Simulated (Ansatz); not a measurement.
**CH4BN: how energies converge with the basis set**

How large a basis does CH4BN need? Two functionals are run in growing sets.

The runs use Ansatz 0.2.0, Gaussian basis; one geometry, several basis sets.

The runs, in order: PBE0-D4/def2-SVP; ωB97M-V/def2-SVP; PBE0-D4/def2-QZVPP; ωB97M-V/def2-QZVPP; the functionals' def2-TZVPP values are taken from earlier runs.

**1. Structure used throughout**

All runs share one geometry, relaxed beforehand with PBE0-D4 in a triple-zeta def2 set.

SMILES `B1CN1`, 7 atoms, charge 0, spin multiplicity 1.

Atoms are counted from 1 here; the program's logs count them from 0.

Bond lengths: B1–C2 1.562 Å, B1–N3 1.341 Å, B1–H4 1.183 Å, C2–N3 1.467 Å, C2–H5 1.090 Å, C2–H6 1.090 Å, N3–H7 1.002 Å. Angles: C2–B1–N3 60.1°, C2–B1–H4 155.2°, N3–B1–H4 144.7°, B1–C2–N3 52.5°, B1–C2–H5 121.5°, B1–C2–H6 121.5°, N3–C2–H5 116.6°, N3–C2–H6 116.6°, H5–C2–H6 113.6°, B1–N3–C2 67.4°, B1–N3–H7 157.4°, C2–N3–H7 135.2°.

**2. PBE0-D4 in def2-SVP**

Input file in.yaml:

```yaml
crystal:
  periodic: [false, false, false]
  atoms:
    - {symbol: B, position_ang: [-0.780071, -0.403821, -0.373431]}
    - {symbol: C, position_ang: [0.164277, 0.712203, 0.175818]}
    - {symbol: N, position_ang: [0.455641, -0.719483, 0.042269]}
    - {symbol: H, position_ang: [-1.784644, -0.832358, -0.828328]}
    - {symbol: H, position_ang: [0.700998, 1.384390, -0.493095]}
    - {symbol: H, position_ang: [0.061562, 1.097227, 1.189993]}
    - {symbol: H, position_ang: [1.243538, -1.306158, 0.241175]}
basis:
  gaussian: {orbitals: def2-SVP}
hamiltonian: {xc: pbe0, dispersion: d4}
output: {orbitals: {seedname: orbitals}}
```

Run with:

```bash
$ ansatz run in.yaml --threads 2 --pin off --events-out ev --progress --plain --max-ram 4352MiB
```

After this run come: ωB97M-V in def2-SVP; PBE0-D4 in def2-QZVPP; ωB97M-V in def2-QZVPP.

Before running them: what should the planned runs give, taken together? Wanted: PBE0-D4: double and triple zeta above quadruple; ωB97M-V: double and triple zeta above quadruple.

As calculated:

| quantity | value |
| --- | --- |
| PBE0-D4: double and triple zeta above quadruple | 3.79, 0.20 eV |
| ωB97M-V: double and triple zeta above quadruple | 3.95, 0.18 eV |

For PBE0-D4 the step from double to triple zeta gains 3.59 eV and the next only 0.20 eV. These are total energies; as a rule much of such shifts cancels in differences, which this series doesn't test. The LUMO of ωB97M-V is positive and keeps falling with the basis (2.64 to 1.70 eV): an unbound level that the basis holds in place.
